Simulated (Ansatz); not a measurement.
## C6H6, singlet: CASSCF and its corrections

Program: Ansatz, Gaussian basis, development build; NEVPT3, NEVPT4(SD), MRCISD by development code. Basis cc-pVTZ, nonrelativistic, 6 orbitals frozen in the corrections. State-specific CASSCF; RHF is the lowest restricted (open-shell) Hartree–Fock solution met. Single-reference values can break down or jump between states where bonds are stretched. No symmetry is imposed, so a solution can break that of the shape. No proof that the lowest CASSCF solution was found.

Geometry:

```xyz
12

C     0.1747    1.3299    0.0000
C    -0.1202    0.6976    1.2083
C    -0.1202   -0.6976    1.2083
C     0.1747   -1.3299    0.0000
C    -0.1202   -0.6976   -1.2083
C    -0.1202    0.6976   -1.2083
H     0.6341    2.3151    0.0000
H    -0.1202    1.2412    2.1498
H    -0.1202   -1.2412    2.1498
H     0.6341   -2.3151    0.0000
H    -0.1202   -1.2412   -2.1498
H    -0.1202    1.2412   -2.1498
```

Problem. What do CASSCF and its corrections give against RHF in CAS(6,6), and what are the occupations?

Solution. CASSCF -2.016 eV, SC-NEVPT2 -25.986 eV, FIC-NEVPT2 -26.006 eV, NEVPT3 -26.884 eV, NEVPT4(SD) -27.620 eV, MRCISD -22.529 eV; occupations 1.96, 1.89, 1.89, 0.11, 0.11, 0.04. The MRCI reference weight is 0.837.

Problem. How do single-reference totals in the same basis and frozen core stand against SC-NEVPT2 in CAS(6,6)?

Solution. CCSD(T) -2.123 eV. Coupled cluster stands on the determinant that it favours, which can lie over the RHF solution above, and is in doubt where the occupations are far from 0, 1 and 2.

Problem. Roughly how much CPU time does a whole run from the default start take (median of such runs, summed over threads; nearly all runs on one pinned thread of a shared server, mostly Xeon at 2.3 to 2.6 GHz, by a development driver)?

Solution. CAS(6,6): about 49 s. Other jobs ran beside these, and the count of passes differs.
